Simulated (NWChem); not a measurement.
System: benzene (C$_{6}$H$_{6}$); SMILES c1ccccc1

NWChem input:

```
start job
memory heap 200 mb stack 900 mb global 1100 mb
geometry units angstroms noautosym nocenter noautoz
  C      1.344262     0.380040     0.000000
  C      0.343007     1.354185     0.000000
  C     -1.001255     0.974145     0.000000
  C     -1.344262    -0.380040     0.000000
  C     -0.343007    -1.354185     0.000000
  C      1.001255    -0.974145     0.000000
  H      2.390237     0.675807     0.000000
  H      0.609853     2.407909     0.000000
  H     -1.780384     1.732102     0.000000
  H     -2.390237    -0.675807     0.000000
  H     -0.609853    -2.407909     0.000000
  H      1.780384    -1.732102     0.000000
end
basis spherical
  C library sto-3g
  H library sto-3g
end
dft
  xc hfexch
  iterations 150
end
property
  shielding 2 1 7
end
task dft property
```

STO-3G and 3-21G are far too small for this property and stand as cheap habits. The geometry was optimised at B3LYP/6-31G* (spherical d).

GIAO values for the isolated, static molecule; σ is the absolute isotropic shielding, δ = σ(reference) − σ with the isolated reference molecule computed at the same levels (13C: tetramethylsilane, 1H: tetramethylsilane).

Atoms are numbered as in the input.

### Question
Predict the main results of this run. (Hartree-Fock/STO-3G, GIAO.) Quantities: δ C1 (ppm); δ H7 (ppm).

### Answer
| Item | Value |
|---|---|
| δ C1 (ppm) | 123.4 |
| δ H7 (ppm) | 7.69 |
